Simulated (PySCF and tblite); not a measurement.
Results of a calculation; reference values are marked as such.
C5H6O, numbered as in [OH:1][C:2]1=[CH:3][CH:4]=[CH:5][CH2:6]1.

Free energies: B3LYP-D3(BJ)/def2-SVP (IEF-PCM, methanol) on GFN2-xTB structures plus GFN2-xTB thermal terms, symmetry and mirror images included. Conformers within 2.5 kcal/mol (GFN2-xTB free energy) were kept, 6 at most. (PySCF 2.14, tblite 0.8.)

An NOE distance is ⟨r⁻⁶⟩^(−1/6) over all pairs of like atoms and, for the average, over conformers.

Torsions listed: H1–O1–C2–C6. The 5-ring runs over atoms 2–3–4–5–6.

| conformer | shape | weight % |
| --- | --- | --- |
| 1 | 5-ring flat; 180° | 67.3 |
| 2 | 5-ring flat; 0° | 32.7 |

Problem. Which H–H contacts under 3.5 Å would NOEs report (pairs on one atom left out) at 298.15 K?

Solution. 
| pair | in 1 (Å) | in 2 (Å) | average (Å) |
| --- | --- | --- | --- |
| H4 ··· H5 | 2.64 | 2.64 | 2.64 |
| H3 ··· H4 | 2.65 | 2.65 | 2.65 |
| H5 ··· H6 | 2.68 | 2.67 | 2.67 |
| H1 ··· H3 | 2.57 | 3.72 | 2.73 |
| H1 ··· H6 | 3.66 | 2.65 | 3.06 |

Longer pairs under the limit may be missing.
